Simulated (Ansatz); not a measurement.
System: silicon monoxide, SiO, net charge 0, singlet state. 
Geometry from a B3LYP-D3(BJ)/def2-TZVP (Ansatz, a first-principles code) optimisation:
SMILES: O=[Si]
```xyz
2

Si     0.0000     0.0000    -0.5502
O      0.0000     0.0000     0.9629
```

Basis-set convergence of Hartree-Fock and CCSD(T) correlation energies (hartree) with Ansatz. Valence correlation only, unless marked. Spin-orbit coupling is left out. Non-relativistic.

| basis | functions | E(HF) | E(corr, CCSD(T)) | rough core time |
|---|---|---|---|---|
| cc-pV(D+d)Z | 37 | -363.80040 | -0.29085 | under 20 s |
| cc-pV(T+d)Z | 69 | -363.84295 | -0.35599 | under 20 s |
| cc-pV(Q+d)Z | 119 | -363.85217 | -0.37881 | under 20 s |
| cc-pV(5+d)Z | 191 | -363.85447 | -0.38748 | 21 s |

Extrapolating the two largest sets (X = 4 and 5) as X^-3: E(corr) = (125·(-0.38748) - 64·(-0.37881))/61 = -0.3966 Eh, an estimate of the basis-set limit. The largest set recovers 97.7 % of it, the smallest 73.3 %.
